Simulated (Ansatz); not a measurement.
# N4O2: the cost of one run

Method: the levels named in each step, in Ansatz 0.2.0.

## Step 1: The starting structure

Bond lengths: N1–N2 1.106 Å, N2–O3 1.149 Å, N4–N5 1.105 Å, N5–O6 1.151 Å. Angles: N1–N2–O3 179.9°, N4–N5–O6 179.1°.

As a file:

```xyz
6

N     0.5731   -0.8000    0.1211
N     1.5046   -0.9029    0.7084
O     2.4719   -1.0118    1.3181
N    -2.2424    0.1244   -1.2819
N    -1.5946    0.8607   -0.7727
O    -0.9316    1.6403   -0.2456
```

## Step 2: A rough first relaxation, PBE-D4/def2-SVP

This run stands in another session on the same molecule. It ended at:

```xyz
6

N     0.6038   -0.8919    0.1395
N     1.5757   -0.9560    0.7427
O     2.5821   -1.0259    1.3667
N    -2.3195    0.1392   -1.3361
N    -1.6680    0.9182   -0.8070
O    -0.9932    1.7269   -0.2584
```

## Step 3: Relaxation, HF/STO-3G

The input, input.yaml:

```yaml
crystal:
  periodic: [false, false, false]
  atoms:
    - { symbol: "N", position_ang: [0.6037568, -0.89188038, 0.13953163] }
    - { symbol: "N", position_ang: [1.57567056, -0.95603518, 0.74265701] }
    - { symbol: O, position_ang: [2.58213653, -1.0258814, 1.36672028] }
    - { symbol: "N", position_ang: [-2.31954913, 0.13922007, -1.33609442] }
    - { symbol: "N", position_ang: [-1.66795885, 0.91822735, -0.80699245] }
    - { symbol: O, position_ang: [-0.99318592, 1.72692955, -0.25840205] }
basis:
  gaussian: { orbitals: STO-3G }
hamiltonian:
  xc: hf
relax:
  f_tol: 0.002
  max_steps: 150
```

The run is started by

```sh
ansatz run input.yaml --threads 2 --pin off --max-ram 5120MiB --backend cpu --events-out ev --progress --plain --runs-dir out
```

Q: Estimate wall time and peak memory on 2 threads of Intel Xeon at 2.50GHz (Skylake/Cascade Lake), shared host.

About 16 s, with a peak of 0.091 GiB.
